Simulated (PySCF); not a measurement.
A barrier at the coupled-cluster level

Start structure (BH2OF, closed shell), relaxed at PBE0-D4/def2-TZVP:

| atom | x (Å) | y (Å) | z (Å) |
| --- | --- | --- | --- |
| B1 | -0.3664 | -0.0078 | 0.2067 |
| F2 | -0.9193 | -0.5587 | -0.8727 |
| O3 | 0.9439 | 0.2930 | 0.2184 |
| H4 | 1.3952 | 0.0706 | -0.6027 |
| H5 | -1.0404 | 0.2175 | 1.1633 |

The step: BH₂OF ([OH][BH][F]) → BHO ([BH][O]) + HF; bonds formed: F2–H4; bonds broken: B1–F2, O3–H4. Program: PySCF 2.14 with density fitting (its default auxiliary sets; JK sets also for MP2 and CCSD(T)). Basis: def2-TZVPP and def2-QZVPP. Cores are frozen in the correlated methods. Extrapolation: Hartree–Fock as exp(−7.88 √X), correlation as X^−2.97. Energies below are by CCSD(T) at an estimated basis limit (MP2 extrapolated from triple and quadruple zeta, plus CCSD(T) − MP2 in triple zeta).

Question: What are the electronic barrier and the energy of the step, from the start structure to the end structure? (An estimate is asked for; the value comes from the calculation.)

Answer: By the calculation: Barrier 248.6 kJ/mol; step energy 161.4 kJ/mol (uphill); reverse barrier, their difference, 87.3 kJ/mol. Barrier and step energy count from the start structure, the reverse barrier from the end structure.

The saddle point: One imaginary mode of 1018i cm⁻¹.
```csv
pair,start (Å),saddle (Å),end (Å)
F2–H4,2.41,1.08,0.93
B1–F2,1.33,1.72,3.86
O3–H4,0.96,1.40,1.73
```

Zero-point energy (harmonic, PBE0-D4): ZPE is 79.7 kJ/mol at the start and 64.0 kJ/mol at the saddle, so the barrier goes from 248.6 to 232.9 kJ/mol.

First-order rate constant out of the start structure at 498 K by transition-state theory, with harmonic vibrational free energies alone and no tunnelling: ΔA‡ = 233.3 kJ/mol, so k = (kB T/h) exp(−ΔA‡/kB T) ≈ 10^-11 s⁻¹ (an order of magnitude at best: rotation, the number of equivalent paths and anharmonicity are left out).

The T1 diagnostic stays at or below 0.018.

Labels in which every atom is bracketed show which atoms are joined, not bond orders.

For scale, one of the runs: CCSD(T)/def2-TZVPP, 121 basis functions, launched by `OMP_NUM_THREADS=4 python run.py`. Hardware: 4 CPU threads of an Arm Neoverse V2, shared host. Wall time 33 s; peak host memory 0.61 GiB.
